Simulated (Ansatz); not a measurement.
Worked example: HBr, triplet against HBr, singlet

Geometry (PBE0/def2-TZVP stationary point of a singlet), kept for both states (HBr, singlet: Σ⁺; HBr, triplet: Π):

```csv
atom,x (Å),y (Å),z (Å)
Br,0.0000,0.0000,0.0000
H,0.0000,0.0000,1.4206
```

Basis cc-pVDZ; Ansatz 0.2.0. Correlated methods freeze the noble-gas cores and the filled d shells of p-block atoms. Prefix R: restricted or restricted open-shell reference. No spin–orbit coupling is included, and no scalar relativity.

Full CI is exact within this basis and frozen core; it isn't the basis-set limit.

| level | E(HBr, singlet) (hartree) | E(HBr, triplet) (hartree) |
| --- | --- | --- |
| RCCSD(T) | -2573.113188 | -2572.874494 |
| PBE | -2574.337698 | -2574.102130 |
| wB97M-V | -2574.578329 | -2574.336124 |
| full CI | -2573.113654 | -2572.874916 |

Problem. Give the vertical gap, HBr triplet less HBr singlet, at each level in eV (1 hartree = 27.2114 eV), and each error against full CI.

Solution. full CI: (-2572.874916 − (-2573.113654)) × 27.2114 = 6.496 eV (the reference)
wB97M-V: (-2574.336124 − (-2574.578329)) × 27.2114 = 6.591 eV, error 0.095 eV
PBE: (-2574.102130 − (-2574.337698)) × 27.2114 = 6.410 eV, error -0.086 eV
RCCSD(T): (-2572.874494 − (-2573.113188)) × 27.2114 = 6.495 eV, error -0.001 eV

Total energies of functionals can't be set beside those of wave-function methods, since they hold the core's correlation and their own absolute errors; only the differences compare.

In so small a basis the reference is far from its limit while semilocal and hybrid functionals are nearer theirs, so the functionals' errors here hold much of the reference's basis and frozen-core error, which can add to them or hide them.

Each level lands on the state that its own search finds. T1 diagnostics of restricted CCSD: 0.005 and 0.013.
